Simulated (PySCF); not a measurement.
Static response to an electric field

C₄H₅N₂ (charge +1).
Geometry (GFN2-xTB, Å), atoms numbered from 1 in this order:
```
atom  x, y, z in Å
C1     1.921   -1.145   -0.152
C2     0.643   -0.584   -0.163
N3    -0.425   -0.153   -0.182
C4    -1.655    0.488   -0.174
C5    -1.497    1.883    0.232
N6    -1.365    2.967    0.550
H7     2.063   -1.744    0.752
H8     2.063   -1.785   -1.028
H9     2.675   -0.351   -0.170
H10   -2.327   -0.021    0.530
H11   -2.091    0.449   -1.181
```

Level: wB97X-D/def2-SVPD (PySCF), static field, nuclei fixed, core orbitals frozen in the response. The polarisability tensor in these axes (au):

```
x    62.59 -13.34  -0.30
y   -13.34  57.63   4.01
z    -0.30   4.01  37.87
```

Question: What are the eigenvalues, a third of the trace, and Δα (Δα² = ½Σ(αi − αj)² over the three pairs)?

Answer: Principal values 36.81, 47.40 and 73.89 au; mean 52.70 au = 7.81 Å³ = 8.69 × 10⁻⁴⁰ C²·m²/J; Δα = 33.09 au (63 % of the mean).

Question: Rayleigh depolarisation ratio (linearly polarised light, static tensor)?

Answer: ρ = 3Δα²/(45ᾱ² + 4Δα²) = 3284.7/(124977 + 4379.6) = 0.0254.

Question: Give the principal axes and the span of the nuclei along them.

Answer: Largest value along (0.76, -0.64, -0.08), where the nuclei span 5.79 Å; middle along (0.64, 0.72, 0.28), 2.76 Å; least along (-0.13, -0.26, 0.96), 1.91 Å. The response follows the extents in order.

Question: What are the principal values of the traceless quadrupole moment, Θ = ½Σq(3rr − r²1), about the centre of nuclear charge?

Answer: -14.07, -8.21, 22.28 D·Å. The values depend on the origin, since the species is charged. The electronic extent ⟨r²⟩ about the same centre is 726 bohr², a root-mean-square distance of 2.20 Å for the 42 electrons.

Isolated species at its GFN2-xTB geometry, gas phase.

These values come from a run that also computed excited states. On Arm Neoverse N1, one thread, no GPU, on a shared host, this took 31 s wall and 0.70 GiB of memory at its peak.
